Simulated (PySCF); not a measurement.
Compound: cyclopropylacetylene, C5H6.
SMILES: `C(#C)C1CC1`

The closed-shell ground state was solved at several levels (PySCF, density fitting, gas phase, non-relativistic). Isolated species at its GFN2-xTB geometry, gas phase.

```csv
level,basis functions,total energy (Eh),HOMO (eV),LUMO (eV),gap (eV),dipole (D)
PBE0/pcSseg-1,115,-193.7747,-7.26,1.00,8.26,0.95
B3LYP/pcJ-1,195,-194.0543,-7.00,0.74,7.74,0.95
```

Q: What might wB97X-D/def2-SVPD (148 basis functions) give for the same quantities?

A: Total energy -193.8349 Eh, HOMO -9.11 eV, LUMO 2.42 eV, gap 11.53 eV, dipole 0.96 D.

Q: Over all these levels, which gives the widest orbital gap and which the narrowest?

A: wB97X-D/def2-SVPD (range-separated hybrid) has the widest, 11.53 eV, and B3LYP/pcJ-1 (global hybrid, 20 % exact exchange) the narrowest, 7.74 eV. Functional and basis both differ between the two, so the spread mixes both effects.

Q: How far do the dipole and the HOMO energy spread over the levels?

A: The dipole runs from 0.95 to 0.96 D (mean 0.95 D) and the HOMO from -9.11 to -7.00 eV.

wB97X-D is run here without its empirical dispersion term; that term would change no orbital, density or response property at a fixed geometry.
